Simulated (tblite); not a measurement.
Species: C₄H₉P.
Z-matrix (Å and degrees, GFN2-xTB geometry), rows numbered from 1:
```
C 
C   1  1.5199
C   2  1.5394  1  113.47
C   3  1.5333  2   96.78  1   -97.28
P   4  1.8777  3   92.14  2   -18.12
H   1  1.0886  2  110.66  3    52.65
H   1  1.0894  2  110.34  3   -67.34
H   1  1.0884  2  110.50  3   172.55
H   2  1.0929  1  109.78  3   129.62
H   3  1.0914  2  114.31  1    23.87
H   3  1.0904  2  111.09  1   146.82
H   4  1.0885  3  116.59  2  -138.79
H   4  1.0908  3  112.40  2    94.78
H   5  1.4064  2   93.34  1  -165.69
```

Computed with GFN2-xTB (tblite): harmonic, unscaled wavenumbers at the GFN2-xTB geometry, gas phase. Errors from tens to a few hundred cm⁻¹ against measured bands are possible. Modes of hydrogen on phosphorus can be 10 to 20 % off. One conformer, not necessarily the lowest.

Harmonic wavenumbers (cm⁻¹): 137.6, 213.3, 260.7, 356.5, 546.2, 675.1, 686.0, 761.5, 808.9, 830.0, 919.1, 946.0, 1010.1, 1023.2, 1032.8, 1095.7, 1140.1, 1176.5, 1181.3, 1210.6, 1277.5, 1298.7, 1409.2, 1447.5, 1483.0, 1494.4, 1497.1, 2217.2, 2937.7, 2964.5, 2978.6, 2989.6, 2998.7, 3007.8, 3021.0, 3028.2.

A = 5544, B = 3845, C = 2802 MHz; mass 88.044 u (most abundant isotopes); point group C1, symmetry number 1.

Task: What is the zero-point energy?

Result: Half the sum of the wavenumbers: 26031 cm⁻¹ = 74.43 kcal/mol.

Task: What is S at 273.15 K and 1 bar for an ideal gas of classical rigid rotors and harmonic oscillators?

Result: Translation 38.93, rotation 25.83, vibration 9.06: S = 73.8 cal/(mol K).

Task: And Cp and H(273.15 K) − H(0)?

Result: Cp = 21.82 cal/(mol K), of which vibrations give 13.87 (their classical limit is 36 R = 71.5); H(273.15 K) − H(0) = 3.71 kcal/mol without the zero-point energy, 1.54 from vibrations.

Task: Which modes carry the vibrational entropy at 273.15 K?

Result: 137.6 cm⁻¹: 2.67; 213.3 cm⁻¹: 1.86; 260.7 cm⁻¹: 1.51; 356.5 cm⁻¹: 1.00; 546.2 cm⁻¹: 0.46; 675.1 cm⁻¹: 0.27 cal/(mol K); the other 30 give 1.31 together.

Task: How do the functions run with temperature in this model?

Result: 
| T (K) | S (cal/(mol K)) | Cp (cal/(mol K)) | H − H(0) (kcal/mol) | G − H(0) (kcal/mol) | ln q(vib) |
| --- | --- | --- | --- | --- | --- |
| 50 | 51.5 | 8.8 | 0.41 | -2.17 | 0.02 |
| 100 | 58.4 | 11.4 | 0.91 | -4.93 | 0.23 |
| 298.15 | 75.8 | 23.7 | 4.28 | -18.32 | 1.98 |
| 373.15 | 81.8 | 29.4 | 6.28 | -24.23 | 2.84 |
| 500 | 91.6 | 38.0 | 10.57 | -35.23 | 4.45 |
| 750 | 109.4 | 50.1 | 21.68 | -60.41 | 7.90 |
| 1000 | 125.0 | 58.0 | 35.25 | -89.76 | 11.39 |

q(vib) and H(0) count from the zero-point level.

Task: What must be added to the electronic energy to get the Gibbs energy at 273.15 K and 1 bar?

Result: ZPE + [H(273.15 K) − H(0)] − T·S = 74.43 + 3.71 − 20.16 = 57.98 kcal/mol.

Task: Blend soft modes into free rotors: weight 1/[1 + (100 cm⁻¹/ν̃)⁴] for the oscillator and the rest for a rotor with moment μB/(μ + B), μ = h/(8π²ν), B = 10⁻⁴⁴ kg m². What vibrational entropy results?

Result: 9.03 cal/(mol K) in place of 9.06, which changes −T·S at 273.15 K by +0.01 kcal/mol.

Hindered rotation and anharmonicity are outside this model. Other conformers, if any are populated, would add a mixing term that is left out. The structure is chiral; the term R ln 2 for an equal mix with its mirror image is left out.
